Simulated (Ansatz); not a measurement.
System: A-type hexagonal La2O3. Method: LDA in Ansatz (plane waves, PAW).

Numerical settings: plane-wave cutoff 520 eV, 6×6×4 k mesh (along the axes of the cell as run), scalar-relativistic PAW data made under PBE.

Cell (relaxed at this level):

```yaml
crystal:
  lattice:
    - [3.88290, 0.00000, 0.00000]
    - [-1.94145, 3.36269, 0.00000]
    - [0.00000, 0.00000, 5.95046]
  atoms:
    - { symbol: La, position: [0.33333, 0.66667, 0.24397] }
    - { symbol: La, position: [0.66667, 0.33333, 0.75603] }
    - { symbol: O, position: [0.00000, 0.00000, 0.00000] }
    - { symbol: O, position: [0.33333, 0.66667, 0.64661] }
    - { symbol: O, position: [0.66667, 0.33333, 0.35339] }
```

Problem. What does this level give for the polycrystal shear modulus (Hill average), Poisson ratio, Young modulus, elastic constant C33, elastic constant C11, elastic constant C12, elastic constant C13, elastic constant C44 and elastic constant C66?

Solution. 
polycrystal shear modulus (Hill average): 48.7 GPa
Poisson ratio: 0.336
Young modulus: 130 GPa
elastic constant C33: 138 GPa
elastic constant C11: 233 GPa
elastic constant C12: 141 GPa
elastic constant C13: 94.4 GPa
elastic constant C44: 70.2 GPa
elastic constant C66: 45.9 GPa

Elastic constants are with the ions relaxed.

Spin–orbit coupling is not included.

Ansatz is a first-principles code.
